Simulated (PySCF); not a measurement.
# One shape, several levels: C2HF (fluoroacetylene)

Aim: a comparison of 6 runs (B3LYP/6-31G*, B2PLYP/cc-pVTZ, B3LYP/cc-pVTZ, CAM-B3LYP/cc-pVTZ, PBE0/cc-pVTZ, SCS-MP2/cc-pVTZ) of C2HF (fluoroacetylene). The job is set up through a Python script.

The results are computed with PySCF 2.14.0.

1 further run of the same task is left out (set aside as unsound or not needed).

**1. The structure to begin with**

The species is C2HF (4 atoms), meant as a singlet with charge 0. SMILES: `C#CF`. The C1–H4 distance was set to 2.338 Å, away from the relaxed value. At this shape a bond of the SMILES string is far longer than usual.

Bond lengths: C1–C2 1.192 Å, C2–F3 1.270 Å. Angles: C1–C2–F3 180.0°.

**2. The energy at B3LYP/6-31G(d) (spherical functions) (run 1)**

input.py

```python
from pyscf import gto, dft

mol = gto.M(
    atom='''
C      0.659771    -0.830070     0.530236
C      1.915116    -2.406007     1.539407
F      3.251776    -4.084405     2.613697
H     -1.800588     2.261511    -1.447322
''',
    unit='bohr',
    max_memory=1860,
    verbose=3,
    charge=0,
    basis='6-31g*',
)

mf = dft.RKS(mol, xc='b3lyp')
mf.conv_tol = 1e-10
mf.grids.level = 5
mf.kernel()
if not mf.converged:
    mf = mf.newton().run(mf.mo_coeff, mf.mo_occ)

e_tot = mf.e_tot
print('E(%s) = %.9f' % ('B3LYP', e_tot))
```

Launch:

```console
$ OMP_NUM_THREADS=1 python input.py
```

The log of the run:

```text
converged SCF energy = -176.317426344157
E(B3LYP) = -176.317426344
```

It took 5.1 s on 1 thread of Arm Neoverse V1, shared host; peak memory 0.25 GiB.

**3. The energy at B2PLYP/cc-pVTZ (run 2)**

run.py

```python
from pyscf import gto, dft, mp

mol = gto.Mole()
mol.atom = '''
C      0.659771    -0.830070     0.530236
C      1.915116    -2.406007     1.539407
F      3.251776    -4.084405     2.613697
H     -1.800588     2.261511    -1.447322
'''
mol.unit = 'bohr'
mol.max_memory = 1860
mol.verbose = 3
mol.basis = 'cc-pvtz'
mol.build()

myscf = dft.RKS(mol)
myscf.xc = '0.53*HF + 0.47*B88, 0.73*LYP'
myscf.grids.level = 5
myscf.conv_tol = 1e-10
myscf.kernel()
if not myscf.converged:
    myscf = myscf.newton().run(myscf.mo_coeff, myscf.mo_occ)

pt = mp.MP2(myscf, frozen=3).run()
etot = myscf.e_tot + 0.27 * pt.e_corr
print('PT2 part  %.8f' % (0.27 * pt.e_corr))
print('E(%s) = %.9f' % ('B2PLYP', etot))
```

Launch:

```console
$ OMP_NUM_THREADS=1 python run.py
```

The log of the run:

```text
converged SCF energy = -176.080512658578
E(RMP2) = -176.811880185052  E_corr = -0.731367526474344
E(SCS-RMP2) = -176.804246988393  E_corr = -0.723734329815578
PT2 part  -0.19746923
E(B2PLYP) = -176.277981891
```

It took 13 s on 1 thread of Arm Neoverse V1, shared host; peak memory 0.51 GiB.

Runs 3 to 5 aren't shown in full; the table further down has their settings and results.

**4. A single-point energy at SCS-MP2/cc-pVTZ (run 6)**

run.py

```python
from pyscf import gto, mp

mol = gto.Mole()
mol.atom = '''
C      0.349136    -0.439254     0.280589
C      1.013436    -1.273204     0.814619
F      1.720766    -2.161374     1.383109
H     -0.952830     1.196740    -0.765890
'''
mol.basis = 'cc-pvtz'
mol.max_memory = 1860
mol.spin = 0
mol.verbose = 3
mol.charge = 0
mol.build()

mf = mol.RHF()
mf.conv_tol = 1e-10
mf.kernel()
if not mf.converged:
    mf = mf.newton().run(mf.mo_coeff, mf.mo_occ)

pt = mp.MP2(mf, frozen=3).run()
energy = mf.e_tot + 1.2 * pt.e_corr_os + pt.e_corr_ss / 3
print('Final energy', energy)
```

Launch:

```console
$ OMP_NUM_THREADS=1 python run.py
```

The log of the run:

```text
converged SCF energy = -175.460643476056
E(RMP2) = -176.043756722546  E_corr = -0.583113246489784
E(SCS-RMP2) = -176.035932066572  E_corr = -0.575288590515339
Final energy -176.0359320665717
```

Run time: 2.6 s. Hardware: 1 thread of Arm Neoverse V1, shared host; peak memory 0.26 GiB.

**5. The series**

```tsv
run	level	frozen core orbitals	integration grid	energy (Eh)	dipole moment (D) of the reference	HOMO energy (eV)	LUMO energy (eV)	wall time
1	B3LYP/6-31G* (spherical functions)	–	5	-176.317426	1.50	-7.44	-5.31	5.1 s
2	B2PLYP/cc-pVTZ	3	5	-176.277982	2.13	-9.17	-4.24	13 s
3	B3LYP/cc-pVTZ	–	5	-176.398310	1.75	-7.82	-5.67	14 s
4	CAM-B3LYP/cc-pVTZ	–	5	-176.322210	1.99	-9.44	-4.26	19 s
5	PBE0/cc-pVTZ	–	5	-176.197085	1.87	-8.04	-5.38	14 s
6	SCS-MP2/cc-pVTZ	3	–	-176.035932	2.56	-11.04	-2.16	2.6 s
```

**6. Results**

| quantity | value |
| --- | --- |
| run 6: total energy | -176.03593 Eh |
| run 6: dipole moment (Hartree–Fock density) | 2.56 D |
| run 6: HOMO energy (Hartree–Fock orbitals) | -11.04 eV |
| run 6: LUMO energy (Hartree–Fock orbitals) | -2.16 eV |
| run 6: HOMO–LUMO gap (Hartree–Fock orbitals) | 8.89 eV |
| run 6: correlation energy (3 core orbitals frozen) | -575.3 mEh |

What this shows: Over runs 1, 2, 3, 4, 5 the dipole moment (its size) runs from 1.50 D (B3LYP/6-31G*) to 2.13 D (B2PLYP/cc-pVTZ). The two ends differ in method and basis. A double hybrid's value is that of its SCF part. Over runs 1, 2, 3, 4, 5 the HOMO–LUMO gap runs from 2.13 eV (B3LYP/6-31G*) to 5.18 eV (CAM-B3LYP/cc-pVTZ). Totals of different functionals can't be ranked against each other. In runs 1, 2, 3, 4, 5, 6 a closed-shell determinant meets a far-stretched bond, which it describes badly. All runs together took 67 s, the longest 19 s.
